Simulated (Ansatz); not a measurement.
**Which is lower?**

Two relaxed structures of CH₃BF, doublet (PBE0-D4/def2-TZVP; forces vanish, vibrations not checked).

A:

C1  (-0.607, 0.211, -0.458)
B2  (0.593, -0.217, 0.385)
F3  (0.578, 0.014, 1.696)
H4  (-0.651, 0.049, -1.530)
H5  (-1.477, 0.700, -0.028)
H6  (1.564, -0.757, -0.064)
(Å)

B:

```json
{"atom": "C1", "x (Å)": "0.5567", "y (Å)": "-0.2032", "z (Å)": "0.3652"}
{"atom": "B2", "x (Å)": "-0.6308", "y (Å)": "0.2222", "z (Å)": "-0.4610"}
{"atom": "F3", "x (Å)": "0.6008", "y (Å)": "-0.0012", "z (Å)": "1.6736"}
{"atom": "H4", "x (Å)": "-0.5984", "y (Å)": "0.0067", "z (Å)": "-1.6345"}
{"atom": "H5", "x (Å)": "-1.5612", "y (Å)": "0.7550", "z (Å)": "0.0620"}
{"atom": "H6", "x (Å)": "1.4670", "y (Å)": "-0.6951", "z (Å)": "0.0259"}
```

Program: Ansatz 0.2.0. Basis: def2-TZVPP. Cores are frozen in the correlated methods; orbitals are unrestricted. B3LYP uses VWN-RPA correlation.

Which structure is lower at CCSD(T), and by how much? (To be estimated.)

The calculation gives: A, by 48.13 kcal/mol (electronic energy, against the other). By their contacts, A is CH₃BF ([CH2][BH][F]) and B is CH₃BF ([BH2][CH][F]).

All methods give the same order:

```csv
method,E(B) − E(A) (kcal/mol)
PBE-D4,42.78
r2SCAN-D4,46.31
PBE0-D4,45.17
B3LYP-D4,45.45
wB97M-V,45.77
HF,50.68
MP2,50.18
CCSD,48.67
CCSD(T),48.13
```

The T1 diagnostic stays at or below 0.018. ⟨S²⟩ of the unrestricted Hartree–Fock references: 0.76 (a pure state has 0.75).

Labels in which every atom is bracketed show which atoms are joined, not bond orders.

For scale, one of the runs: CCSD(T)/def2-TZVPP, 135 basis functions, launched by `ansatz run in.yaml --threads 2 --pin off --events-out ev --progress --plain --max-ram 4352MiB`. Hardware: 2 CPU threads of an Arm Neoverse V1, shared host. Wall time 43 s; peak host memory 1.7 GiB.
